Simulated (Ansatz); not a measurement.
Geometry optimisation, Ansatz 0.2.0, RKS PBE/6-31G.

The input (input.yaml):

```yaml
crystal:
  periodic: [false, false, false]
  atoms:
    - { symbol: C, position_ang: [-1.3401, 0.3848, 0.8118] }
    - { symbol: "N", position_ang: [-0.2743, -0.3531, 0.3314] }
    - { symbol: C, position_ang: [0.6004, 0.214, -0.5348] }
    - { symbol: "N", position_ang: [0.29004, 1.57094, -0.83235] }
    - { symbol: O, position_ang: [1.51792, -0.31295, -1.13079] }
    - { symbol: H, position_ang: [-1.0398, 1.4107, 1.1763] }
    - { symbol: H, position_ang: [-2.0531, 0.5958, -0.0273] }
    - { symbol: H, position_ang: [-1.8514, -0.1074, 1.5899] }
    - { symbol: H, position_ang: [-0.4355, -1.3133, 0.1997] }
    - { symbol: H, position_ang: [0.82381, 1.92441, -1.5239] }
    - { symbol: H, position_ang: [-0.70574, 1.74058, -0.8122] }
basis:
  gaussian: { orbitals: "6-31G" }
hamiltonian:
  xc: pbe
relax:
  f_tol: 0.015
  max_steps: 40
```

Launched with:

```bash
$ ansatz run input.yaml --threads 1 --pin off --max-ram 2048MiB --backend cpu --events-out ev --progress --plain --runs-dir out
```

Problem. Where does it end, and by what steps?

Solution. The run converged. Limits of this set-up: no polarisation functions. After 7 steps the energy has fallen by 0.896 eV; H9 moved furthest, 0.45 Å.

| step | energy less start (eV) | largest force component (eV/Å) | accepted |
| --- | --- | --- | --- |
| 0 | 0.0000 | 3.383 | yes |
| 1 | -0.6968 | 1.582 | yes |
| 2 | -0.8121 | 0.725 | yes |
| 3 | -0.8643 | 0.521 | yes |
| 4 | -0.8743 | 0.572 | yes |
| 5 | -0.8952 | 0.084 | yes |
| 6 | -0.8961 | 0.026 | yes |
| 7 | -0.8962 | 0.011 | yes |

```xyz
11
Properties=species:S:1:pos:R:3
C -1.482 0.369 0.828
N -0.332 -0.311 0.245
C 0.559 0.226 -0.674
N 0.302 1.530 -1.066
O 1.538 -0.435 -1.122
H -1.186 1.271 1.399
H -2.226 0.666 0.063
H -1.985 -0.315 1.529
H -0.120 -1.267 0.514
H 0.942 1.937 -1.736
H -0.478 2.085 -0.731
```

Whether the end is a true minimum wasn't checked by a vibrational analysis.

Run time: 18 s on 1 CPU thread of a shared host.
